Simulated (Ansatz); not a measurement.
Ansatz (an electronic-structure program) input (MP2/3-21G): The .json file is the Basis Set Exchange's 3-21G.

Ansatz 0.2 input:
```yaml
crystal:
  periodic: [false, false, false]
  atoms:
    - {symbol: C, position_ang: [0.13024566, 0.85108141, -0.45470947]}
    - {symbol: O, position_ang: [-0.00376065, -0.00303305, 0.86250643]}
    - {symbol: C, position_ang: [0.02493219, -0.64005001, -0.38613383]}
    - {symbol: H, position_ang: [-0.92028812, 1.20080584, -0.62002850]}
    - {symbol: H, position_ang: [-0.89689779, -1.18874982, -0.64519838]}
    - {symbol: H, position_ang: [0.91620393, -1.25398011, -0.58976473]}
basis:
  gaussian:
    orbitals: 3-21G.json
total_charge: -1
magnetization: {spin_polarized: false}
correlation: {method: mp2, electrons: outside_noble_gas}
```

Output:

```
Functional definition: HF
integrals: 0.00 GiB planned
402 factors; integrals over basis functions are off by at most 1.0e-3 eV
mean field: 0.06 GiB planned
mean field evaluation 1: about -4115.8730 eV, gradient 2.3e1 eV
mean field evaluation 2: about -4115.8732 eV, gradient 2.2e1 eV
mean field evaluation 4: about -4117.3405 eV, gradient 2.0e0 eV
mean field evaluation 8: about -4117.3653 eV, gradient 8.6e-2 eV
mean field -4117.36531876 eV, -151.3103846141 hartree, gradient 2.4e-6 eV, S^2 0.000000; 0 other end points of the search recorded, 0 dependent functions left out
3 core orbitals not correlated
reference -4117.36531876 eV, -151.3103846141 hartree; 9, 9 occupied and 21, 21 virtual orbitals, 402 factors
second order -7.98800538 eV of doubles, -0.00000000 eV of singles
Total energy: -4125.35332414 eV, -151.6039383974 hartree
```

The dipole moment of an ion depends on the origin.

The geometry given is a B3LYP-D3(BJ)/def2-TZVP minimum.
